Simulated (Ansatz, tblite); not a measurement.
# Si(NMe2)H3 (C2H9NSi): spin states and exact exchange

Is the singlet the ground state of Si(NMe2)H3 (C2H9NSi)? Other spin states are computed and compared level by level.

The runs use Ansatz 0.2.0, Gaussian basis; as each input shows.

Levels to be run: triplet, at the geometry of the singlet (GFN1-xTB, GFN2-xTB, PBE0-D4/def2-TZVP, PBE-D4/def2-TZVP, r2SCAN-D4/def2-TZVP); the singlet's energies come from earlier runs.

## Step 1: The geometry

The geometry is that of the singlet, from an earlier relaxation (PBE0-D4/def2-SVP).

13 atoms, charge 0, spin multiplicity 1.

Bond lengths: Si1–N2 1.735 Å, Si1–H11 1.495 Å, Si1–H12 1.495 Å, Si1–H13 1.505 Å, N2–C3 1.441 Å, N2–C4 1.441 Å, C3–H5 1.106 Å, C3–H6 1.101 Å, C3–H7 1.110 Å, C4–H8 1.101 Å, C4–H9 1.110 Å, C4–H10 1.106 Å. Angles: N2–Si1–H11 108.0°, N2–Si1–H12 108.0°, N2–Si1–H13 115.6°, H11–Si1–H12 111.0°, H11–Si1–H13 107.1°, H12–Si1–H13 107.1°, Si1–N2–C3 121.2°, Si1–N2–C4 121.2°, C3–N2–C4 114.3°, N2–C3–H5 110.7°, N2–C3–H6 110.7°, N2–C3–H7 113.2°, H5–C3–H6 107.3°, H5–C3–H7 107.1°, H6–C3–H7 107.5°, N2–C4–H8 110.7°, N2–C4–H9 113.2°, N2–C4–H10 110.7° and more.

## Step 2: Triplet at the fixed geometry, GFN1-xTB

Tight binding, by tblite at 300 K electronic temperature and without a spin-polarisation term:

```python
tblite.interface.Calculator('GFN1-xTB', numbers, positions, charge=0, uhf=2).singlepoint()
```

Energy -378.9134 eV; 0.012 s.

## Step 3: Triplet at the fixed geometry, GFN2-xTB

Tight binding, by tblite at 300 K electronic temperature and without a spin-polarisation term:

```python
tblite.interface.Calculator('GFN2-xTB', numbers, positions, charge=0, uhf=2).singlepoint()
```

Energy -362.5120 eV; 0.01 s.

## Step 4: Triplet at the fixed geometry, PBE0-D4/def2-TZVP

in.yaml reads:

```yaml
crystal:
  periodic: [false, false, false]
  atoms:
    - {symbol: Si, position_ang: [-0.021310, -0.042555, -1.644664]}
    - {symbol: N, position_ang: [0.084002, 0.154511, 0.076037]}
    - {symbol: C, position_ang: [1.081843, -0.541799, 0.847115]}
    - {symbol: C, position_ang: [-1.044544, 0.613825, 0.844498]}
    - {symbol: H, position_ang: [1.448846, 0.091825, 1.676344]}
    - {symbol: H, position_ang: [1.950457, -0.797193, 0.220756]}
    - {symbol: H, position_ang: [0.706153, -1.483674, 1.298196]}
    - {symbol: H, position_ang: [-1.730136, 1.203156, 0.216237]}
    - {symbol: H, position_ang: [-1.631403, -0.213329, 1.295233]}
    - {symbol: H, position_ang: [-0.714118, 1.267265, 1.673728]}
    - {symbol: H, position_ang: [1.368945, -0.066443, -2.192780]}
    - {symbol: H, position_ang: [-0.793381, 1.112483, -2.195715]}
    - {symbol: H, position_ang: [-0.705342, -1.298072, -2.114976]}
basis:
  gaussian: {orbitals: def2-TZVP}
magnetization: {spin_polarized: true, initial_magnetization: 2}
hamiltonian: {xc: pbe0, dispersion: d4}
scf: {omitted_lower_state_checks: [starts]}
output: {orbitals: {seedname: orbitals}}
```

The run is started by

```console
ansatz run in.yaml --threads 4 --pin off --events-out ev --progress --plain --max-ram 3916MiB
```

The log of the run:

```text
Functional definition: PBE0
  name "PBE0"
  cite "Adamo & Barone, J. Chem. Phys. 110, 6158 (1999) doi:10.1063/1.478522"
  cite "Perdew, Burke & Ernzerhof, Phys. Rev. Lett. 77, 3865 (1996) doi:10.1103/PhysRevLett.77.3865"
  parent pbe
  parameter a = 0.25
  parameter kappa = 0.804
  parameter beta = 0.06672455060314922
  exchange = (1 - a)*pbe_x(kappa = kappa, mu = beta*pi^2/3) + a*exact_x
  correlation = pbe_c(beta = beta)
these checks for a lower state are left out or cut short: starts
1179 factors; their error is unknown
mean field evaluation 1: about -11569.7575 eV, gradient 3.8e1 eV
mean field evaluation 2: about -11563.8931 eV, gradient 5.1e1 eV
mean field evaluation 4: about -11576.8494 eV, gradient 4.7e0 eV
mean field evaluation 8: about -11576.9453 eV, gradient 1.8e-1 eV
mean field evaluation 16: about -11576.9718 eV, gradient 5.4e-4 eV
mean field -11576.97181104 eV, -425.4458669023 hartree, gradient 2.6e-5 eV, S^2 2.006961; 0 other end points of the search recorded, 0 dependent functions left out
reference -11576.97185124 eV, -425.4458683798 hartree; 22, 20 occupied and 162, 164 virtual orbitals, 1179 factors
Total energy: -11577.18078794 eV, -425.4535466619 hartree
Checks for a lower state left out: starts
```

Run time: 8 s. Hardware: 4 threads of Intel Xeon at 2.50GHz, shared host.

Report: HOMO -1.43 eV, LUMO -4.93 eV (over both spins; with the spin held, an empty level of the minority spin lies below the top filled one); ⟨S²⟩ 2.007 (pure: 2.00).

## Step 5: Triplet at the fixed geometry, PBE-D4/def2-TZVP

start.molden holds the orbitals of an earlier run on this state, given as this run's starting guess.

Changes to in.yaml since step 4:

```diff
@@ -17,5 +17,5 @@
 basis:
-  gaussian: {orbitals: def2-TZVP}
+  gaussian: {orbitals: def2-TZVP, initial_orbitals: start.molden}
 magnetization: {spin_polarized: true, initial_magnetization: 2}
-hamiltonian: {xc: pbe0, dispersion: d4}
+hamiltonian: {xc: pbe, dispersion: d4}
 scf: {omitted_lower_state_checks: [starts]}
```

Launched as before.

The log of the run:

```text
Functional definition: PBE
  name "PBE"
  cite "Perdew, Burke & Ernzerhof, Phys. Rev. Lett. 77, 3865 (1996) doi:10.1103/PhysRevLett.77.3865"
  parent pbe
  parameter kappa = 0.804
  parameter beta = 0.06672455060314922
  exchange = pbe_x(kappa = kappa, mu = beta*pi^2/3)
  correlation = pbe_c(beta = beta)
these checks for a lower state are left out or cut short: starts
1163 factors; their error is unknown
mean field evaluation 1: about -11575.7569 eV, gradient 6.8e0 eV
mean field evaluation 2: about -11575.8873 eV, gradient 2.2e-1 eV
mean field evaluation 4: about -11575.8547 eV, gradient 5.8e-3 eV
mean field evaluation 8: about -11575.8547 eV, gradient 1.1e-5 eV
mean field -11575.85467862 eV, -425.4048130431 hartree, gradient 1.1e-5 eV, S^2 2.003820; 0 other end points of the search recorded, 0 dependent functions left out
reference -11575.85473128 eV, -425.4048149783 hartree; 22, 20 occupied and 162, 164 virtual orbitals, 1163 factors
Total energy: -11576.10354276 eV, -425.4139586318 hartree
Checks for a lower state left out: starts
```

It took 6 s on 4 threads of Intel Xeon at 2.50GHz, shared host.

From the report: HOMO -0.98 eV, LUMO -6.00 eV (over both spins; with the spin held, an empty level of the minority spin lies below the top filled one); ⟨S²⟩ 2.004 (pure: 2.00).

## Step 6: Triplet at the fixed geometry, r2SCAN-D4/def2-TZVP

Changes to in.yaml since step 5:

```diff
@@ -19,3 +19,3 @@
 magnetization: {spin_polarized: true, initial_magnetization: 2}
-hamiltonian: {xc: pbe, dispersion: d4}
+hamiltonian: {xc: r2scan, dispersion: d4}
 scf: {omitted_lower_state_checks: [starts]}
```

The command is unchanged.

The log of the run:

```text
Functional definition: r2SCAN
  name "r2SCAN"
  cite "Furness, Kaplan, Ning, Perdew & Sun, J. Phys. Chem. Lett. 11, 8208 (2020) doi:10.1021/acs.jpclett.0c02405"
  cite "Furness, Kaplan, Ning, Perdew & Sun, J. Phys. Chem. Lett. 11, 9248 (2020) doi:10.1021/acs.jpclett.0c03077"
  parent r2scan
  parameter k0 = 0.174
  parameter k1 = 0.065
  parameter a1 = 4.9479
  exchange = r2scan_x(k0 = k0, k1 = k1, a1 = a1)
  correlation = r2scan_c
these checks for a lower state are left out or cut short: starts
1163 factors; their error is unknown
mean field evaluation 1: about -11581.9212 eV, gradient 4.3e0 eV
mean field evaluation 2: about -11581.9675 eV, gradient 7.8e-2 eV
mean field evaluation 4: about -11581.9363 eV, gradient 2.4e-3 eV
mean field evaluation 8: about -11581.9363 eV, gradient 1.7e-5 eV
mean field -11581.93625506 eV, -425.6283068551 hartree, gradient 1.7e-5 eV, S^2 2.009312; 0 other end points of the search recorded, 0 dependent functions left out
reference -11581.93627329 eV, -425.6283075250 hartree; 22, 20 occupied and 162, 164 virtual orbitals, 1163 factors
Total energy: -11581.99918036 eV, -425.6306193173 hartree
Checks for a lower state left out: starts
```

Run time: 8.1 s. Hardware: 4 threads of Intel Xeon at 2.50GHz, shared host.

HOMO -0.95 eV, LUMO -5.64 eV (over both spins; with the spin held, an empty level of the minority spin lies below the top filled one); ⟨S²⟩ 2.009 (pure: 2.00).

## Step 7: Triplet less singlet, vertical

The singlet's energies are those of its earlier runs, whose logs aren't repeated here.

```
              level  triplet less singlet, vertical (kJ/mol)     time
           GFN1-xTB                                   +594.1  0.036 s
           GFN2-xTB                                   +568.4  0.023 s
   PBE-D4/def2-TZVP                                   +477.8     12 s
r2SCAN-D4/def2-TZVP                                   +492.4     16 s
  PBE0-D4/def2-TZVP                                   +507.1     17 s
```

Times add the two runs; a level without a time comes out of a correlated run. Tight binding without a spin term can't rank spin states.

## Step 8: Summary of results

| quantity | value |
| --- | --- |
| triplet less singlet, vertical, functionals in def2-TZVP | +477.8 (PBE-D4) to +507.1 kJ/mol (PBE0-D4) |

What this shows: All functionals put the triplet above the singlet, over a spread of 29.3 kJ/mol. The checks for a lower triplet were left out, so another state of that spin may lie lower. These are electronic energies, without zero-point motion, entropy or surroundings.
